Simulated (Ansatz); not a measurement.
Working through a ladder of methods at one geometry of C3H4N2, SMILES N#CCC=N

Computed with the Ansatz DFT code, driven from Python.

Typed at the interpreter:
```pycon
>>> from pathlib import Path
>>> import ansatz
>>> import numpy as np
>>> GEOMETRY = """
... N     2.71890    0.24020    0.45790
... C     1.67990   -0.14580    0.11340
... C     0.36660   -0.64600   -0.29020
... C    -0.70240    0.27070    0.22670
... N    -1.58440    0.79330   -0.55960
... H     0.29450   -0.72660   -1.37920
... H     0.19250   -1.63700    0.14080
... H    -0.73220    0.46810    1.31280
... H    -2.23350    1.38310   -0.02260
... """
>>> c3h4n2 = ansatz.Crystal.molecule()
>>> for line in GEOMETRY.strip().splitlines():
...     symbol, *xyz = line.split()
...     c3h4n2 = c3h4n2.atom(symbol, [float(v) for v in xyz])
...
>>> base = c3h4n2.calculation().basis(gaussian="def2-SVP")
>>> print("functional    E (Ha)        dipole (D)   HOMO (eV)  LUMO (eV)")
functional    E (Ha)        dipole (D)   HOMO (eV)  LUMO (eV)
>>> for name in ["pbe0", "hse06", "r2scan0", "lc_wpbe", "lda", "cam_b3lyp"]:
...     data = base.functional(name).forces().orbitals().run(threads=1, pin="off", runs_dir="runs").report
...     lines = Path(data["orbitals_path"]).read_text().splitlines()
...     field_of = lambda key: [line.split("=")[1].strip() for line in lines if line.startswith(key)]
...     orbitals = [(27.211386 * float(e), s, float(n)) for e, s, n in zip(field_of("Ene="), field_of("Spin="), field_of("Occup="))]
...     homo = max(e for e, _, n in orbitals if n > 0.5)
...     lumo = min(e for e, _, n in orbitals if n < 0.5)
...     dipole = 4.803205 * np.linalg.norm(data["charge_distribution"]["dipole_moment_e_ang"])
...     print(f"{name:10s} {data['free_energy_ev'] / 27.211386246:14.6f} {dipole:9.3f} {homo:11.3f} {lumo:10.3f}")
...
pbe0          -225.748113     3.312      -8.170     -0.878
hse06         -225.736263     3.312      -7.762     -1.270
r2scan0       -225.846351     3.390      -8.443     -0.810
lc_wpbe       -225.858688     3.311     -11.010      1.629
lda           -224.040379     3.302      -6.562     -2.205
cam_b3lyp     -225.897600     3.280      -9.583      0.446
```

Notes:
- Total energies depend on the basis set; only differences at equal settings carry meaning.
- The geometry is a force-field or estimated start, not a minimum of this method, and the basis set is short of its limit. A lower total doesn't mark the better method: functionals have no common bound, and MP2 and coupled cluster aren't variational.
- Levels such as HOMO and LUMO are orbital energies: with these approximate functionals they aren't the ionisation energy and electron affinity, and their gap isn't the fundamental gap.
- hse06 follows the composition of plane-wave codes, whose totals differ by tens of mHa, up to about 0.1 Ha, from the form usual in Gaussian-basis programs (wpbeh).
- Wall time of the script: 13 s on 1 thread of AMD EPYC 9R14 (Zen 4) (shared host), peak memory 0.27 GiB.

(Lines on the test bed's own set-up are left out of the output.)
